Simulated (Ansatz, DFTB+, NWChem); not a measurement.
## Strength of the C–C bond: C2H6 → 2 CH3

Species: C2H6 (ethane) `CC`, singlet; CH3 (methyl radical) `[CH3]`, doublet. 

Shapes, held fixed at every level: PBE0-D4/def2-TZVP. Programs: Ansatz 0.2.0, DFTB+ 25.1, NWChem 7.3.0. A level may come from different programs for different species; with the same settings they agree closely. The zero-point and thermal change to 298 K, harmonic and unscaled (PBE0-D4/def2-TZVP), is -30.3 kJ/mol.

**The experiment to reproduce.** Tabulated heats of formation (Active Thermochemical Tables): C2H6 -83.8; CH3 +146.5 kJ/mol, which give ΔH(298 K) = +376.8 kJ/mol.

```json
{"level": "DFTB2-D4", "kind": "semi-empirical", "ΔH (kJ/mol)": "+481.6", "computed − measured": "+104.9"}
{"level": "HF/def2-SVP", "kind": "Hartree–Fock", "ΔH (kJ/mol)": "+256.1", "computed − measured": "-120.7"}
{"level": "SPW92/def2-TZVPP", "kind": "LDA", "ΔH (kJ/mol)": "+455.2", "computed − measured": "+78.5"}
{"level": "B3LYP-D4/def2-TZVPP", "kind": "global hybrid", "ΔH (kJ/mol)": "+360.4", "computed − measured": "-16.3"}
{"level": "BHLYP-D4/def2-TZVPP", "kind": "global hybrid", "ΔH (kJ/mol)": "+348.7", "computed − measured": "-28.0"}
{"level": "wB97M-V/def2-TZVPP", "kind": "range-separated hybrid", "ΔH (kJ/mol)": "+380.9", "computed − measured": "+4.2"}
{"level": "B2PLYP/def2-TZVPP", "kind": "double hybrid", "ΔH (kJ/mol)": "+363.3", "computed − measured": "-13.5"}
{"level": "CCSD/def2-SVP", "kind": "coupled cluster or CI", "ΔH (kJ/mol)": "+364.6", "computed − measured": "-12.1"}
{"level": "CCSD(T)/CBS estimate", "kind": "coupled cluster or CI", "ΔH (kJ/mol)": "+377.1", "computed − measured": "+0.4"}
```

Nearest: CCSD(T)/CBS estimate (+0.4); farthest: HF/def2-SVP (-120.7). 2 of 9 levels lie within 10 kJ/mol. Electron pairs are made or broken, so correlation matters. Open shells run unrestricted. The CBS estimate extrapolates MP2 from def2-TZVPP and def2-QZVPP and adds CCSD(T) − MP2 in the triple-zeta set, cores frozen.
